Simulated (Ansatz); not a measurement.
in.yaml

```yaml
crystal:
  periodic: [false, false, false]
  atoms:
    - {symbol: P, position_ang: [0.000000, 0.000000, -1.820400]}
    - {symbol: B, position_ang: [0.000000, 0.000000, -0.059200]}
    - {symbol: Si, position_ang: [0.000000, 0.000000, 1.879600]}
basis:
  gaussian: {orbitals: cc-pVTZ}
magnetization: {spin_polarized: true, initial_magnetization: 0}
hamiltonian: {xc: {name: B2PLYP}}
correlation: {electrons: outside_noble_gas}
```

```sh
$ ansatz run in.yaml --threads 1 --pin off --events-out ev --progress --plain --max-ram 4096MiB --backend cpu
```

The program prints:

```
585 factors; integrals over basis functions are off by at most 1.3e-3 eV
mean field evaluation 1: about -17825.9110 eV, gradient 1.9e1 eV
mean field evaluation 2: about -17826.1118 eV, gradient 1.9e1 eV
mean field evaluation 4: about -17827.9320 eV, gradient 1.2e1 eV
mean field evaluation 8: about -17829.2226 eV, gradient 6.9e-1 eV
mean field evaluation 16: about -17829.2272 eV, gradient 2.4e-4 eV
mean field evaluation 32: about -17829.2744 eV, gradient 5.9e-1 eV
mean field evaluation 64: about -17829.3416 eV, gradient 1.2e-1 eV
mean field evaluation 96: about -17829.5390 eV, gradient 5.8e-4 eV
mean field evaluation 128: about -17829.3345 eV, gradient 2.1e-1 eV
mean field evaluation 160: about -17829.5358 eV, gradient 1.6e-1 eV
mean field evaluation 192: about -17829.2714 eV, gradient 1.7e0 eV
mean field evaluation 224: about -17829.2311 eV, gradient 2.7e0 eV
mean field -17829.53897094 eV, -655.2234718865 hartree, gradient 3.0e-6 eV, S^2 0.961432; 14 other end points of the search recorded, 0 dependent functions left out
11 core orbitals not correlated: weight in the atoms' cores, before any rotation towards them, 1.000 or more for the frozen orbitals, at most 0.000 for the correlated occupied ones
reference -17829.53909489 eV, -655.2234764416 hartree; 6, 6 occupied and 81, 81 virtual orbitals, 585 factors
second order -10.17291144 eV of doubles, -0.00000000 eV of singles
Total energy: -17832.28578098 eV, -655.3244152936 hartree
```

Ran on 1 thread of AMD EPYC 7R13, shared host: 27 s wall, 0.23 GiB peak host memory.
